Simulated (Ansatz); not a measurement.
## PH4, doublet in cc-pVDZ: errors against UCCSDT(Q)

Geometry: a PBE0/def2-TZVP stationary point for this spin, not checked as a minimum.

```csv
atom,x (Å),y (Å),z (Å)
P,0.0456,0.0000,0.0000
H,0.1616,0.0000,-1.5147
H,-0.8626,1.0782,0.0000
H,-0.8626,-1.0782,0.0000
H,0.1616,0.0000,1.5147
```

Basis cc-pVDZ; Ansatz 0.2.0. Correlated methods freeze the noble-gas cores, which leaves 9 electrons in 33 orbitals. R marks a restricted (for open shells ROHF) determinant, U an unrestricted one. Active spaces: valence = (9e, 8o) chosen from the atoms' valence shells.

Full CI isn't at hand for all of this; UCCSDT(Q) serves as the reference, and is uncertain by about the last step of the cluster series. The frozen core follows each run's orbitals, which can shift R against U totals by a few meV.

For open shells CISD is restricted-active-space CI with the open shells as a complete middle space.

```
UHF ⟨S²⟩                          : 0.780
T1 diagnostic (RCCSD)             : 0.0235
largest doubles amplitude (RCCSD) : 0.057
T1 diagnostic (UCCSD)             : 0.0145
```

```
   level  E − E(RHF) (eV)
     UHF          -0.2044
    RMP2          -4.1007
    UMP2          -4.0896
   RCCSD          -4.9749
   UCCSD          -4.9791
RCCSD(T)          -5.0887
UCCSD(T)          -5.0881
```

Problem. Estimate how far UCCSDT(Q) in cc-pVDZ lies from RCCSD(T). The table doesn't fix it; the size of (T) and the diagnostics are the guide.

Solution. UCCSDT(Q) in cc-pVDZ lies 2.4 kJ/mol below RCCSD(T), which is 22 % of the (T) step (-11.0 kJ/mol). The diagnostics are small and one determinant leads, so the series closes fast and only a small part of (T) is left.

The other levels:

```csv
level,E − E(UCCSDT(Q)) (kJ/mol),share of correlation (%),wall time
CISD,40.8,91.73,0.78 s
BCCD(T),2.5,99.50,0.63 s
RCCSDT,0.4,99.92,–
UCCSDT,0.4,99.92,–
RCCSDT(Q),0.0,100.00,7 s
CASSCF (valence space),346.5,29.78,–
NEVPT2 (valence space),83.5,83.08,2.1 s
MRCISD (valence space),19.2,96.11,–
MRCISD+Q (valence space),0.0,100.00,2.9 s
```

The correlation energy at UCCSDT(Q), counted from RHF, is -5.114 eV. That run took 6.5 s on 1 thread of Arm Neoverse V2, shared host.

Times hold each run's SCF and search for its determinant on a shared host, so for small cases they say little of a method's own cost; they ran on 1 thread of Arm Neoverse V2.

Natural occupations of CASSCF (valence space) about the gap: 1.992 1.978 1.975 1.974 1.003 0.028 0.027 0.023; effectively unpaired electrons, Σ n²(2−n)², 1.02.

Atomization energy (electronic, same basis, no zero-point term; atoms at the same level, unrestricted beside the R rows where the molecule is a closed shell, with restricted open-shell steps beyond CCSDT(Q)) at UCCSDT(Q): 927.8 kJ/mol. Errors of other levels:

```csv
level,error (kJ/mol)
RHF,-276.4
UHF,-256.7
RMP2,-47.4
UMP2,-48.6
CISD,-35.0
RCCSD,-9.8
UCCSD,-9.4
RCCSD(T),-1.5
UCCSD(T),-1.6
BCCD(T),-1.5
RCCSDT,-0.2
UCCSDT,-0.2
RCCSDT(Q),0.0
CASSCF (valence space),-129.4
NEVPT2 (valence space),-35.2
MRCISD (valence space),-13.4
MRCISD+Q (valence space),-5.8
```

This basis is far from its limit, so the value isn't to be set against a measured one. Truncated CI isn't size-consistent, which counts against it in atomization.
